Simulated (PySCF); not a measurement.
C3H2N2.
SMILES: `N#C[C@H]1C=N1`

The closed-shell ground state was solved at several levels (PySCF, density fitting, gas phase, non-relativistic). Geometry: GFN2-xTB; no solvent, vibrations or thermal averaging.

```json
{"level": "B3LYP/pcJ-1", "basis functions": "155", "HOMO (eV)": "-8.25", "LUMO (eV)": "-1.82", "gap (eV)": "6.43", "dipole (D)": "4.35"}
{"level": "PBE0/def2-SVPD", "basis functions": "116", "HOMO (eV)": "-8.57", "LUMO (eV)": "-1.69", "gap (eV)": "6.88", "dipole (D)": "4.34"}
```

Question: What might PBE0/pcSseg-1 (95 basis functions) give for the same quantities?

Answer: HOMO -8.50 eV, LUMO -1.57 eV, gap 6.93 eV, dipole 4.35 D.

Question: Over all these levels, which gives the widest orbital gap and which the narrowest?

Answer: PBE0/pcSseg-1 (global hybrid, 25 % exact exchange) has the widest, 6.93 eV, and B3LYP/pcJ-1 (global hybrid, 20 % exact exchange) the narrowest, 6.43 eV. Functional and basis both differ between the two, so the spread mixes both effects.

Question: How far do the dipole and the HOMO energy spread over the levels?

Answer: The dipole runs from 4.34 to 4.35 D (mean 4.35 D) and the HOMO from -8.57 to -8.25 eV.
